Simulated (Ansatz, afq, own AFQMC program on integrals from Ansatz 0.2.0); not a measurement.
**GeH5O, doublet in cc-pVDZ, levels against CCSDT(Q)**

```yaml
atoms:
  - { symbol: Ge, position_ang: [-0.5311, 0.0101, 0.0000] }
  - { symbol: H, position_ang: [-1.0425, 1.4567, 0.0000] }
  - { symbol: H, position_ang: [-1.0425, -0.7132, 1.2528] }
  - { symbol: H, position_ang: [-1.0425, -0.7132, -1.2528] }
  - { symbol: H, position_ang: [1.1119, 0.0101, 0.0000] }
  - { symbol: O, position_ang: [2.3729, 0.0101, 0.0000] }
  - { symbol: H, position_ang: [2.6248, -0.9298, 0.0000] }
```

Basis cc-pVDZ. Only valence electrons are correlated. Integrals, coupled cluster, full CI and functionals: Ansatz 0.2.0; the random walks run on the same integrals in our own AFQMC program. ph-AFQMC/CISD is guided by a CISD state made of CCSD amplitudes; releasing the constraint for a short imaginary time cuts its bias at the price of noise, slowly where states lie close. ± is one standard error of the sampling. No spin–orbit coupling.

Determinant: UHF, the one that the program's search chose, which needn't be the lowest solution. The geometry is a point of a scan.

No full CI on the walks' own integrals is used here; CCSDT(Q) serves as the reference and is uncertain by about the last step of the cluster series.

Cautions: no relativity below Rb; no spin-orbit coupling; inner d shell frozen.

```
T1 diagnostic                               : 0.0222
weight of the determinant in the CISD state : 0.864
⟨S²⟩ of the determinant                     : 0.789
size of the correlated space                : 15 electrons in 51 orbitals
```

Reference: CCSDT(Q), correlation energy -9.368 eV. The released energy is read at 1.50 1/Eh (meV from the phaseless value at times in 1/Eh: -6 ± 4 at 0.24, -6 ± 4 at 0.51, -9 ± 3 at 0.99, -11 ± 6 at 1.50).

```tsv
level	E − E(reference) (mEh)	share of correlation (%)
HF	344.28	0.00
MP2	50.10	85.45
CCSD	8.51	97.53
CCSD(T)	1.70	99.51
CCSDT	0.69	99.80
ph-AFQMC/CISD	0.48 ± 0.12	99.86
released AFQMC	0.09 ± 0.21	99.97
```

A walk keeps the symmetry of its determinant, which the program's search chose and which needn't be the lowest solution, so a lower state of the same spin and another symmetry isn't excluded. Released energies are given only where the last usable release times agree within the noise; a slower fall can still hide under it.
